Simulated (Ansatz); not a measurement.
**ClH2NSi: a ladder of functionals and wavefunction methods**

One table from this session's results is given with a row withheld; the runs are named, their logs left out.

Program: Ansatz 0.2.0, Gaussian basis. Level of theory: functionals in def2-TZVPP, the program's frozen cores in correlated methods. These are calculated values, not measurements.

Plan: LDA (SPW92), PBE-D4, revPBE-D4, BLYP-D4, r2SCAN-D4, B97M-V, PBE0-D4, B3LYP-D4, r2SCANh-D4, r2SCAN0-D4, HSE06-D4, BHLYP-D4, CAM-B3LYP-D4, LC-ωPBE, ωB97X-V, ωB97M-V, B2PLYP, PBE-QIDH; CCSD(T)/def2-SVP; CCSD(T)/def2-TZVPP; CCSD(T)/def2-QZVPP; extrapolation to the limit; RPA on PBE.

### The geometry

The geometry comes from an earlier relaxation with PBE0-D4 in a triple-zeta def2 set; it is a stationary point.

SMILES `N[Si]Cl`, 5 atoms, charge 0, spin multiplicity 1.

Atoms are counted from 1 here; the program's logs count them from 0.

Bond lengths: N1–Si2 1.701 Å, N1–H4 1.009 Å, N1–H5 1.010 Å, Si2–Cl3 2.104 Å. Angles: Si2–N1–H4 121.0°, Si2–N1–H5 126.0°, H4–N1–H5 113.0°, N1–Si2–Cl3 98.2°.

Coordinates:

```xyz
5
ClH2NSi
N    -0.1482    0.5835   -0.2339
Si   -0.1162   -0.3418    1.1926
Cl    0.6490   -2.1245    0.3773
H    -0.4733    1.5386   -0.2274
H     0.1386    0.2706   -1.1500
```

The first run:

Contents of in.yaml:

```yaml
crystal:
  periodic: [false, false, false]
  atoms:
    - {symbol: N, position_ang: [-0.148250, 0.583450, -0.233885]}
    - {symbol: Si, position_ang: [-0.116229, -0.341783, 1.192573]}
    - {symbol: Cl, position_ang: [0.648995, -2.124478, 0.377265]}
    - {symbol: H, position_ang: [-0.473349, 1.538615, -0.227367]}
    - {symbol: H, position_ang: [0.138633, 0.270596, -1.149984]}
basis:
  gaussian: {orbitals: def2-TZVPP}
hamiltonian: {xc: lda}
output: {orbitals: {seedname: orbitals}}
```

Among the steps run: LDA; PBE-D4 (GGA); revPBE-D4 (GGA); BLYP-D4 (GGA); r2SCAN-D4 (meta-GGA); B97M-V (meta-GGA); PBE0-D4 (hybrid); B3LYP-D4 (hybrid); r2SCANh-D4 (hybrid); r2SCAN0-D4 (hybrid); HSE06-D4 (hybrid); BHLYP-D4 (hybrid); CAM-B3LYP-D4 (range-separated); LC-ωPBE-D4 (range-separated; the results give it without D4); ωB97X-V (range-separated); ωB97M-V (range-separated); B2PLYP (double hybrid); PBE-QIDH (double hybrid).

One table of the session follows, with a row left open; its other results are not shown here.

It belongs to the step «Orbital energies across the functionals». 

| functional | HOMO (eV) | LUMO (eV) | gap (eV) |
| --- | --- | --- | --- |
| LDA (SPW92) | -6.11 | -2.49 | 3.62 |
| PBE-D4 | -6.02 | -2.33 | 3.69 |
| revPBE-D4 | -5.97 | -2.27 | 3.71 |
| BLYP-D4 | -5.89 | -2.17 | 3.72 |
| r2SCAN-D4 | -6.23 | -2.24 | 3.99 |
| B97M-V | -6.31 | -2.17 | 4.14 |
| PBE0-D4 | ? | ? | ? |
| B3LYP-D4 | -6.94 | -1.70 | 5.23 |
| r2SCANh-D4 | -6.64 | -1.93 | 4.71 |
| r2SCAN0-D4 | -7.25 | -1.48 | 5.78 |
| HSE06-D4 | -6.72 | -1.91 | 4.81 |
| BHLYP-D4 | -8.12 | -0.62 | 7.50 |
| CAM-B3LYP-D4 | -8.42 | -0.44 | 7.98 |
| LC-ωPBE | -9.71 | 0.61 | 10.31 |
| ωB97X-V | -9.38 | 0.55 | 9.94 |
| ωB97M-V | -9.22 | 0.47 | 9.69 |

Q: Estimate the row for PBE0-D4 from the others.

**Answer.** HOMO (eV): -7.12; LUMO (eV): -1.53; gap (eV): 5.59. In the column «HOMO (eV)» it lies between r2SCAN0-D4 (-7.25) and B3LYP-D4 (-6.94).
